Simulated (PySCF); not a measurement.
CF4, SMILES FC(F)(F)F. The structure is a stationary point at PBE-D3(BJ)/def2-SVP.

All values below come from PBE-D3(BJ)/def2-SVP (PySCF 2.14.0).

Harmonic wavenumbers (cm⁻¹): 420, 420, 608, 608, 608, 885, 1254, 1254, 1254. Rotational constants (GHz): 5.609, 5.609, 5.609; symmetry number 12.

### Question
Work out the zero-point energy and the ideal-gas rigid-rotor harmonic-oscillator thermochemistry at 298.15 K and 1 atm.

### Answer
ZPE = ½ Σ hcν = ½ × 7314 cm⁻¹ = 43.75 kJ/mol. H − E(el) = 56.67 kJ/mol. Entropy in J/(mol K): translation 164.59, rotation 84.00, vibration 13.96, total 262.54. G − E(el) = -21.61 kJ/mol. Cp = 62.26 J/(mol K).
